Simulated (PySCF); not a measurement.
C₂H₄, optimised at HF/6-31G*:

```xyz
6

C     -0.6629     0.0061    -0.0195
C      0.6541    -0.0027     0.0100
H     -1.2240     0.9241    -0.0120
H     -1.2354    -0.9042    -0.0525
H      1.2152    -0.9207     0.0025
H      1.2266     0.9076     0.0429
```

Energies from PySCF (xtb for GFN2), thermal terms from the rigid-rotor harmonic-oscillator model, ideal gas at 1 bar. 6-31G* has spherical d functions here. All species are closed-shell singlets. B3LYP is the form with VWN-RPA correlation.

**Question.** List the harmonic frequencies (cm⁻¹, unscaled) at this level and at the other levels, each on its own geometry.

**Answer.** 
- HF/6-31G*: 897, 1094, 1098, 1154, 1353, 1497, 1611, 1857, 3319, 3342, 3393, 3419
- B3LYP/6-31G*: 834, 955, 975, 1070, 1247, 1395, 1495, 1720, 3152, 3168, 3223, 3249
- GFN2-xTB: 841, 872, 1021, 1035, 1183, 1394, 1420, 1705, 3096, 3097, 3104, 3129
- PBE/def2-SVP: 793, 923, 927, 1030, 1178, 1320, 1391, 1652, 3062, 3079, 3150, 3173
- PBE0/def2-TZVP: 828, 979, 984, 1067, 1239, 1382, 1467, 1704, 3146, 3162, 3223, 3250
